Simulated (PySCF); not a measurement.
O2, SMILES O=O (connectivity only; charge and spin as stated), charge -1, multiplicity 2. The structure is a stationary point at PBE-D3(BJ)/def2-TZVPD.

Method: PBE-D3(BJ)/def2-TZVPD (PySCF 2.14.0).

Harmonic wavenumbers (cm⁻¹): 1108. Rotational constants (GHz): 34.55 (linear); symmetry number 2.

Problem. Work out the zero-point energy and the ideal-gas rigid-rotor harmonic-oscillator thermochemistry at 298.15 K and 1 atm.

Solution. ZPE = ½ Σ hcν = ½ × 1108 cm⁻¹ = 6.63 kJ/mol. H − E(el) = 15.37 kJ/mol. Entropy in J/(mol K): translation 151.97, rotation 45.72, vibration 0.25, spin 5.76, total 203.70. G − E(el) = -45.37 kJ/mol. Cp = 30.24 J/(mol K).
